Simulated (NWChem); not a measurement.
## Basis-set dependence for H$_{2}$N

```
N
H 1 1.0470
H 1 1.0470 2 100.10
```
Charge 0, spin multiplicity 2.

Program: NWChem. All single points use one geometry, from UPBE/def2-SVP, a minimum by its harmonic frequencies.

Hartree-Fock energies in Ha, correlation energies in mHa.

The correlated methods keep 1 core orbital frozen. The structure started from a generated list of species. The unpaired electrons of the parent sit in orbitals of symmetry b2 (C2v labels of the run); other states weren't searched. No SCF solution was tested for a lower state. Open-shell Hartree-Fock references start from PBE0 orbitals. Coupled-cluster values serve here as a point of comparison, not as the truth.

```csv
basis,functions,UHF,UMP2,SCS-UMP2,CCSD on ROHF,CCSD[T] on ROHF,CCSD(T) on ROHF,CCSD on UHF,CCSD[T] on UHF,CCSD(T) on UHF,CCSDT on ROHF
STO-3G,7,-54.83907,-32.2,-37.6,-50.7,-50.8,-50.8,-48.3,-48.3,-48.3,-50.8
def2-SVP,24,-55.51589,-144.7,-146.1,-168.1,-171.1,-171.0,-163.9,-166.7,-166.7,-171.3
def2-TZVP,43,-55.58486,-178.9,-180.7,-202.2,-207.9,-207.8,-197.4,-202.8,-202.7,not run
def2-QZVP,117,-55.58958,-199.1,-202.5,-219.5,-226.6,-226.5,not run,not run,not run,not run
```

From def2-TZVP to def2-QZVP the Hartree-Fock energy moves by -4.7 mHa and the UMP2 correlation energy by -20.2 mHa, which is 10 % of its value in the larger set.
